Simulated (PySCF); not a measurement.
# HS− (hydrosulfide): FCI/6-31G(d) (spherical functions)

Aim: the vertical singlet–triplet gap of HS− (hydrosulfide) at FCI/6-31G* (spherical functions), from 2 runs. 

The results are computed with PySCF 2.14.0.

9 further runs of the same task are left out: 9 set aside as unsound or not needed.

### Step 1. The molecule

The species is HS− (2 atoms), meant as a singlet with charge -1. SMILES: `[SH-]`. The coordinates come from a PBE0-D4/def2-TZVPD relaxation.

Bond lengths: S1–H2 1.346 Å.

### Step 2. A single-point energy at FCI/6-31G(d) (spherical functions)

job.py reads:

```python
from pyscf import gto, mcscf

mol = gto.Mole()
mol.atom = [
    ('S', (0.574700, -0.187900, 0.295500)),
    ('H', (-0.574700, 0.187900, -0.295500)),
]
mol.max_memory = 1860
mol.basis = '6-31g*'
mol.verbose = 4
mol.charge = -1
mol.build()

calc0 = mol.RHF()
calc0.conv_tol = 1e-10
calc0.kernel()
if not calc0.converged:
    calc0 = calc0.newton().run(calc0.mo_coeff, calc0.mo_occ)

cas = mcscf.CASCI(calc0, calc0.mo_coeff.shape[-1] - 5, (mol.nelec[0] - 5, mol.nelec[1] - 5))  # full CI above the frozen core
cas.fix_spin_(ss=0.0)
cas.kernel()
e_tot = cas.e_tot
print('Final energy', e_tot)
```

Command:

```sh
OMP_NUM_THREADS=1 python job.py
```

Log:

```text
PySCF version 2.14.0

[INPUT] num. atoms = 2
[INPUT] num. electrons = 18
[INPUT] charge = -1
[INPUT] spin (= nelec alpha-beta = 2S) = 0
[INPUT] symmetry False subgroup None
[INPUT] Mole.unit = angstrom
[INPUT] Symbol           X                Y                Z      unit          X                Y                Z       unit  Magmom
[INPUT]  1 S      0.574700000000  -0.187900000000   0.295500000000 AA    1.086025603788  -0.355079538806   0.558414069809 Bohr   0.0
[INPUT]  2 H     -0.574700000000   0.187900000000  -0.295500000000 AA   -1.086025603788   0.355079538806  -0.558414069809 Bohr   0.0

nuclear repulsion = 6.29052254661568
number of shells = 10
number of NR pGTOs = 55
number of NR cGTOs = 20
basis = 6-31g*
ecp = {}

******** <class 'pyscf.scf.hf.RHF'> ********
method = RHF
initial guess = minao
damping factor = 0
level_shift factor = 0
DIIS = <class 'pyscf.scf.diis.CDIIS'>
diis_start_cycle = 1
diis_space = 8
diis_damp = 0
SCF conv_tol = 1e-10
SCF conv_tol_grad = None
SCF max_cycles = 50
direct_scf = True
direct_scf_tol = 1e-13
Set gradient conv threshold to 1e-05
Initial guess from minao.
init E= -397.814725140342
  HOMO = -0.29886197267979  LUMO = 0.132347987218941  gap/eV = 11.73382
cycle= 1 E= -398.046346228697  delta_E= -0.232  |g|= 0.332  |ddm|= 1.12
  HOMO = -0.00447557024895225  LUMO = 0.475125062427354  gap/eV = 13.05060
cycle= 2 E= -398.087389326217  delta_E= -0.041  |g|= 0.117  |ddm|= 0.811
  HOMO = -0.069418728246093  LUMO = 0.450357270043086  gap/eV = 14.14383
cycle= 3 E= -398.091707627374  delta_E= -0.00432  |g|= 0.0137  |ddm|= 0.177
  HOMO = -0.070206303708078  LUMO = 0.454086461361928  gap/eV = 14.26673
cycle= 4 E= -398.091821901564  delta_E= -0.000114  |g|= 0.00271  |ddm|= 0.0373
  HOMO = -0.0703676673382135  LUMO = 0.454103558551717  gap/eV = 14.27159
cycle= 5 E= -398.091826888131  delta_E= -4.99e-06  |g|= 0.000448  |ddm|= 0.00992
  HOMO = -0.0702937212738593  LUMO = 0.454178803423349  gap/eV = 14.27162
cycle= 6 E= -398.09182698779  delta_E= -9.97e-08  |g|= 8.63e-05  |ddm|= 0.00117
  HOMO = -0.0703129843478594  LUMO = 0.454167997252418  gap/eV = 14.27185
cycle= 7 E= -398.091826992624  delta_E= -4.83e-09  |g|= 6.73e-06  |ddm|= 0.000256
  HOMO = -0.0703117737271871  LUMO = 0.454168586392704  gap/eV = 14.27184
cycle= 8 E= -398.091826992655  delta_E= -3.14e-11  |g|= 1.07e-06  |ddm|= 1.67e-05
  HOMO = -0.0703119139469481  LUMO = 0.454168717230774  gap/eV = 14.27184
Extra cycle  E= -398.091826992656  delta_E= -1.31e-12  |g|= 3.72e-07  |ddm|= 2.39e-06
converged SCF energy = -398.091826992656

******** <class 'pyscf.mcscf.casci.CASCI'> ********
CAS (4e+4e, 15o), ncore = 5, nvir = 0
natorb = False
canonicalization = True
sorting_mo_energy = False
******** <class 'pyscf.fci.addons.SpinPenaltyFCISolver'> ********
max. cycles = 200
conv_tol = 1e-08
davidson only = True
linear dependence = 1e-12
level shift = 0.001
max iter space = 12
nroots = 1
pspace_size = 400
spin = None
Density matrix diagonal elements [1.97638285 1.9544027  1.96366144 1.96366144 0.02973605 0.00932427
 0.01256244 0.01704695 0.01704695 0.00948769 0.00991004 0.00991004
 0.01081016 0.01081015 0.00524683]
CASCI converged
CASCI E = -398.228740106243  E(CI) = -13.0656774407549  S^2 = 0.0000000
Final energy -398.228740106243
```

Wall time 59 s (1 thread of Arm Neoverse V1, shared host); peak memory 0.44 GiB.

### Step 3. The triplet

run.py reads:

```python
from pyscf import gto, scf, mcscf

system = gto.M(
    atom=[
    ('S', (0.574700, -0.187900, 0.295500)),
    ('H', (-0.574700, 0.187900, -0.295500)),
],
    max_memory=1860,
    basis='6-31g*',
    spin=2,
    charge=-1,
    verbose=3,
)

calc0 = scf.ROHF(system)
calc0.conv_tol = 1e-10
calc0.kernel()
if not calc0.converged:
    calc0 = calc0.newton().run(calc0.mo_coeff, calc0.mo_occ)

cas = mcscf.CASCI(calc0, calc0.mo_coeff.shape[-1] - 5, (system.nelec[0] - 5, system.nelec[1] - 5))  # full CI above the frozen core
cas.fix_spin_(ss=2.0)
cas.kernel()
energy = cas.e_tot
print('E(%s) = %.9f' % ('FCI', energy))
```

Command:

```sh
OMP_NUM_THREADS=1 python run.py
```

Log:

```text
converged SCF energy = -397.899834020812
CASCI E = -398.023112242695  E(CI) = -12.8603651312847  S^2 = 2.0000000
E(FCI) = -398.023112243
```

Wall time 52 s (1 thread of Arm Neoverse V1, shared host); peak memory 0.4 GiB.

### Step 4. Summary of results

Level: FCI/6-31G* (spherical functions), 5 core orbitals frozen.

```
                                                      quantity          value
                                         singlet: total energy  -398.22874 Eh
                  singlet: HOMO energy (Hartree–Fock orbitals)       -1.91 eV
                  singlet: LUMO energy (Hartree–Fock orbitals)       12.36 eV
singlet: HOMO–LUMO gap (to an unbound level, set by the basis)       14.27 eV
          singlet: correlation energy (5 core orbitals frozen)     -136.9 mEh
                                         triplet: total energy  -398.02311 Eh
          triplet: correlation energy (5 core orbitals frozen)     -123.3 mEh
              vertical energy of the triplet above the singlet       5.595 eV
```

In words: At this shape the triplet lies 5.60 eV (540 kJ/mol) above the singlet. For an anion a state so high probably lies above electron detachment. The HOMO (triplet) lies at positive energy, 9.03 eV: the electron is unbound at this level or held by a compact basis; values depend on the basis.
